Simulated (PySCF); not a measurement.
HN2, SMILES N#[NH+], charge +1.

Geometry optimised at PBE0-D3(BJ)/def2-TZVPD. The isomer is the one that the SMILES or the coordinates give; other isomers of the formula were not compared.

These are PBE0-D3(BJ)/def2-TZVPD in PySCF values and carry that method's errors.

Frequencies are harmonic and unscaled.

Modes within 1.5 cm⁻¹ of each other (mostly degenerate sets) share a row, with their intensities summed.

| mode | ν (cm⁻¹) | IR (km/mol) | Raman (Å⁴/amu) | depolarisation | moving atoms (share of kinetic energy) |
|---|---|---|---|---|---|
| 1–2 | 734 | 261.0 | 0.0 | – | H 75 %, N 25 % |
| 3 | 2418 | 3.8 | 29.4 | 0.12 | N 84 %, H 16 % |
| 4 | 3404 | 668.9 | 11.8 | 0.20 | H 81 %, N 19 % |
